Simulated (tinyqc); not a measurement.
CCD on RHF in the sto-3g basis, frozen core, for H2O, spin multiplicity 1, step by step. One step of it, computed by the program tinyqc.

Question. Iteration 1: diagonalisation and new density. Diagonalise F' = X^T F X, C = X C', fill 5 alpha and 5 beta electrons from the bottom; D = 2 C_occ C_occ^T. Each column has its largest component positive (the first on a tie).

Fock matrix F (hartree), order 1O 1s, 1O 2s, 1O 2px, 1O 2py, 1O 2pz, 2H 1s, 3H 1s:
```
[[-18.828103, -4.876638, 0.000000, 0.000450, -0.013708, -0.828015, -0.901702],
 [-4.876638, -1.811523, 0.000000, 0.006766, -0.212213, -0.604611, -0.643672],
 [0.000000, 0.000000, 0.292655, 0.000000, 0.000000, 0.000000, 0.000000],
 [0.000450, 0.006766, 0.000000, 0.188082, 0.003981, -0.161621, 0.169076],
 [-0.013708, -0.212213, 0.000000, 0.003981, 0.199486, -0.219624, -0.227944],
 [-0.828015, -0.604611, 0.000000, -0.161621, -0.219624, -0.184174, -0.236378],
 [-0.901702, -0.643672, 0.000000, 0.169076, -0.227944, -0.236378, -0.200707]]
```

X, order 1O 1s, 1O 2s, 1O 2px, 1O 2py, 1O 2pz, 2H 1s, 3H 1s:
```
[[1.023706, -0.137700, 0.000000, 0.000463, -0.008759, 0.018678, 0.019701],
 [-0.137700, 1.169532, 0.000000, -0.006166, 0.086494, -0.220244, -0.241253],
 [0.000000, 0.000000, 1.000000, 0.000000, 0.000000, 0.000000, 0.000000],
 [0.000463, -0.006166, 0.000000, 1.069951, -0.003141, -0.170675, 0.180043],
 [-0.008759, 0.086494, 0.000000, -0.003141, 1.050687, -0.130762, -0.140730],
 [0.018678, -0.220244, 0.000000, -0.170675, -0.130762, 1.138081, -0.086167],
 [0.019701, -0.241253, 0.000000, 0.180043, -0.140730, -0.086167, 1.155040]]
```

Give: F' = X^T F X; orbital energies; coefficients C; D after iteration 1.

Answer.

F' = X^T F X (hartree):
```
[[-18.4527, -2.6335, 0.0000, 0.0008, -0.0247, -0.1039, -0.1230],
 [-2.6335, -0.7685, 0.0000, -0.0028, -0.0657, -0.3124, -0.3412],
 [0.0000, 0.0000, 0.2927, 0.0000, 0.0000, 0.0000, 0.0000],
 [0.0008, -0.0028, 0.0000, 0.3421, -0.0021, -0.2665, 0.2797],
 [-0.0247, -0.0657, 0.0000, -0.0021, 0.3114, -0.2254, -0.2409],
 [-0.1039, -0.3124, 0.0000, -0.2665, -0.2254, 0.1238, -0.0871],
 [-0.1230, -0.3412, 0.0000, 0.2797, -0.2409, -0.0871, 0.1459]]
```

orbital energies (hartree): [-18.8393, -0.7060, -0.1089, 0.0989, 0.2927, 0.5802, 0.6771]

coefficients C, order 1O 1s, 1O 2s, 1O 2px, 1O 2py, 1O 2pz, 2H 1s, 3H 1s:
```
[[0.9933, -0.2207, 0.0006, -0.1578, 0.0000, -0.0841, 0.0211],
 [0.0290, 0.7767, -0.0002, 0.7638, 0.0000, 0.5417, -0.1417],
 [0.0000, 0.0000, 0.0000, 0.0000, 1.0000, 0.0000, 0.0000],
 [-0.0002, -0.0066, 0.5072, 0.0198, 0.0000, 0.1944, 0.9544],
 [0.0036, 0.2025, 0.0029, -0.5345, 0.0000, 0.8883, -0.1807],
 [-0.0054, 0.1973, 0.5655, -0.4282, 0.0000, -0.7454, -0.5477],
 [-0.0059, 0.2081, -0.5304, -0.4339, 0.0000, -0.4988, 0.8311]]
```

D after iteration 1, order 1O 1s, 1O 2s, 1O 2px, 1O 2py, 1O 2pz, 2H 1s, 3H 1s:
```
[[2.1205, -0.5262, 0.0000, -0.0031, 0.0864, 0.0379, 0.0328],
 [-0.5262, 2.3750, 0.0000, 0.0198, -0.5016, -0.3481, -0.3398],
 [0.0000, 0.0000, 2.0000, 0.0000, 0.0000, 0.0000, 0.0000],
 [-0.0031, 0.0198, 0.0000, 0.5154, -0.0209, 0.5541, -0.5579],
 [0.0864, -0.5016, 0.0000, -0.0209, 0.6534, 0.5408, 0.5450],
 [0.0379, -0.3481, 0.0000, 0.5541, 0.5408, 1.0842, -0.1461],
 [0.0328, -0.3398, 0.0000, -0.5579, 0.5450, -0.1461, 1.0258]]
```
